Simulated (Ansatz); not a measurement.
**SiHF3: vertical ionisation energy**

Aim: the vertical ionisation energy of SiHF3, as cation minus neutral at the neutral's geometry, on several levels, and how well −ε(HOMO) stands in for it.

Program: Ansatz 0.2.0, Gaussian basis. Level of theory: unrestricted cation, the program's frozen cores in correlated methods. These are calculated values, not measurements.

The runs, in order: UKS PBE-D4/def2-TZVPP; UKS r2SCAN-D4/def2-TZVPP; UKS PBE0-D4/def2-TZVPP; UKS B3LYP-D4/def2-TZVPP; UKS wB97X-V/def2-TZVPP; UKS wB97M-V/def2-TZVPP; UKS B2PLYP/def2-TZVPP; UHF-CCSD(T)/def2-TZVPP; UHF-CCSD(T)/def2-QZVPP; extrapolation to the limit; then −ε(HOMO) from the neutral's earlier runs with LDA (SPW92), PBE-D4, revPBE-D4, BLYP-D4, r2SCAN-D4, B97M-V, PBE0-D4, B3LYP-D4, r2SCANh-D4, r2SCAN0-D4, HSE06-D4, BHLYP-D4, CAM-B3LYP-D4, LC-ωPBE, ωB97X-V, ωB97M-V.

## (1) The geometry

The geometry comes from an earlier relaxation with PBE0-D4 in a triple-zeta def2 set; it is a stationary point.

5 atoms, charge 0, spin multiplicity 1.

Atoms are counted from 1 here; the program's logs count them from 0.

Bond lengths: F1–Si2 1.573 Å, Si2–F3 1.573 Å, Si2–F4 1.573 Å, Si2–H5 1.461 Å. Angles: F1–Si2–F3 108.3°, F1–Si2–F4 108.3°, F1–Si2–H5 110.7°, F3–Si2–F4 108.3°, F3–Si2–H5 110.7°, F4–Si2–H5 110.7°.

## (2) Cation, UKS PBE-D4/def2-TZVPP

Input file in.yaml:

```yaml
crystal:
  periodic: [false, false, false]
  atoms:
    - {symbol: F, position_ang: [-0.447083, -0.082184, 1.491262]}
    - {symbol: Si, position_ang: [0.040671, 0.001695, -0.001766]}
    - {symbol: F, position_ang: [-0.597060, 1.281427, -0.657249]}
    - {symbol: F, position_ang: [-0.495894, -1.263340, -0.767179]}
    - {symbol: H, position_ang: [1.499366, 0.062413, -0.065058]}
basis:
  gaussian: {orbitals: def2-TZVPP}
total_charge: 1
magnetization: {spin_polarized: true, initial_magnetization: 1}
hamiltonian: {xc: pbe, dispersion: d4}
```

The run is started by

```console
ansatz run in.yaml --threads 2 --pin off --events-out ev --progress --plain --max-ram 32768MiB --backend cpu
```

The runs that follow: Cation, UKS r2SCAN-D4/def2-TZVPP; Cation, UKS PBE0-D4/def2-TZVPP; Cation, UKS B3LYP-D4/def2-TZVPP; Cation, UKS wB97X-V/def2-TZVPP; Cation, UKS wB97M-V/def2-TZVPP; Cation, UKS B2PLYP (frozen core)/def2-TZVPP; Cation, UHF-CCSD(T)/def2-TZVPP; Cation, UHF-CCSD(T)/def2-QZVPP.

Before running them: what should the planned runs give, taken together? Wanted: ionisation energy, CCSD(T)/CBS; nearest functional by difference; nearest −ε(HOMO); −ε(HOMO) of PBE; T1 of the cation.

**Answer**, as computed:

| quantity | value |
| --- | --- |
| ionisation energy, CCSD(T)/CBS | 14.65 eV |
| nearest functional by difference | ωB97X-V (-0.33 eV) |
| nearest −ε(HOMO) | LC-ωPBE (-0.55 eV) |
| −ε(HOMO) of PBE | 9.55 eV |
| T1 of the cation | 0.027 |

What this shows: Energy differences with functionals land within 1.18 eV of the reference. −ε(HOMO) of PBE misses by 5.1 eV, since self-interaction lifts the level. Among orbital estimates LC-ωPBE comes nearest. Hartree-Fock falls 0.51 eV short, as the neutral has more correlation energy than the cation.
